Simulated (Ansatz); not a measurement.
System: NH, net charge 0, singlet state. This is an excited singlet: at this geometry the triplet lies 1.85 eV lower at CCSD(T)/CBS(aug-cc-pVTZ,aug-cc-pVQZ). SMILES: [NH]
Geometry: optimised at B3LYP-D3(BJ)/def2-TZVP (Ansatz, a program for electronic structure).

Parts of the frozen-core correlation energy in STO-3G (Ansatz, hartree). Frozen orbitals: 1; correlated occupied orbitals by spin: 3 and 3; virtual: 2 and 2. No spin-orbit coupling. No relativistic terms. The restricted reference is unstable. The program attaches cautions to this run: above unrestricted, other roots.

```csv
term,value
reference (HF),-54.13447
MP2 opposite-spin,-0.02590
MP2 same-spin,0.00000
CCSD correlation,-0.06149
(T),-0.00001
FCI minus CCSD(T),0.00001
T1 diagnostic,0.003
largest doubles amplitude,1.000
```
